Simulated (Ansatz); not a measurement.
Interaction energy ladder

The pair of OH⁻ (SMILES [OH-], atoms 1–2) and N$_{2}$ (SMILES N#N, atoms 3–4), both closed shells, in one local arrangement (a lower one may exist), relaxed at PBE0-D4/def2-TZVPD:

```
4
angstrom
O 0.1169 -0.4108 -1.3775
H -0.1991 0.4295 -1.7285
N -0.1214 0.4511 1.7997
N 0.2036 -0.4699 1.3063
```

Ansatz 0.2.0; basis: def2-TZVPPD, with def2-QZVPPD for the basis limit; cores frozen in the correlated methods. B3LYP uses VWN-RPA correlation. Extrapolation: Hartree–Fock as exp(−7.88 √X), correlation as X^−2.97. Interaction energies count from these two fragments, frozen as in the pair, with the counterpoise correction; negative means bound.

(1) What is the interaction energy by CCSD(T) at an estimated basis limit (MP2 extrapolated from triple and quadruple zeta, plus CCSD(T) − MP2 in triple zeta)? (Judge from chemistry; the value comes from the calculation.)

(2) Which atoms make the shortest contact between the fragments?

T1 diagnostic: at most 0.025.

## Answers

(1) The calculation gives: -2.09 kcal/mol. Hartree–Fock alone gives -0.39 kcal/mol at the basis limit. It counts from the two fragments frozen as in the pair.

The same quantity by other methods in triple zeta, and each one's difference from that estimate:
| method | E_int (kcal/mol) | difference |
| --- | --- | --- |
| PBE-D4 | -5.15 | -3.06 |
| revPBE-D4 | -4.38 | -2.29 |
| BLYP-D4 | -4.42 | -2.33 |
| r2SCAN-D4 | -4.71 | -2.62 |
| B97M-V | -4.03 | -1.94 |
| PBE0-D4 | -3.52 | -1.43 |
| B3LYP-D4 | -3.41 | -1.32 |
| HSE06-D4 | -3.59 | -1.50 |
| wB97X-V | -2.50 | -0.41 |
| wB97M-V | -2.54 | -0.45 |
| B2PLYP | -1.94 | 0.15 |
| HF | -0.34 | 1.75 |
| MP2 | -1.35 | 0.74 |
| CCSD | -1.34 | 0.75 |
| CCSD(T) | -1.64 | 0.45 |
Differences are method less estimate.

(2) O1 and N4, 2.69 Å apart.

Basis-set superposition shift (counterpoise-corrected less uncorrected): CCSD(T) 0.40; MP2 0.39; HF 0.02; PBE0-D4 0.07; wB97M-V 0.06 kcal/mol.

For scale, one of the runs: CCSD(T)/def2-TZVPPD, 131 basis functions, launched by `ansatz run in.yaml --threads 2 --pin off --events-out ev --progress --plain --max-ram 5222MiB`. The run took 11 s on 2 CPU threads of an Arm Neoverse V1 (shared host), with 0.69 GiB of host memory at its peak.
